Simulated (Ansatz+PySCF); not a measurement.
Values are calculated unless marked as measured or tabulated.
Input for PySCF 2.14.0:

```python
from pyscf import gto, scf, mp

mol = gto.M(atom="""
C 0.000000 0.000000 -0.621690
C 0.000000 0.000000 0.621690
H 0.000000 0.000000 1.681330
H 0.000000 0.000000 -1.681330
""", basis='cc-pvtz', charge=1, spin=1)
mf = scf.UHF(mol)
mf.kernel()
pt = mp.MP2(mf, frozen=2).run()
print(mf.e_tot, pt.e_corr, pt.e_tot)
```

The script is written out from the run's settings.

The run gave:

| Item | Value |
| --- | --- |
| Converged | yes |
| Reference energy | -76.49008 hartree |
| Correlation energy | -0.24739 hartree |
| Total energy | -76.73747 hartree |
| Spin squared of the determinant | 0.755 |

Caution: MP2 on this radical cation hangs on the determinant chosen.
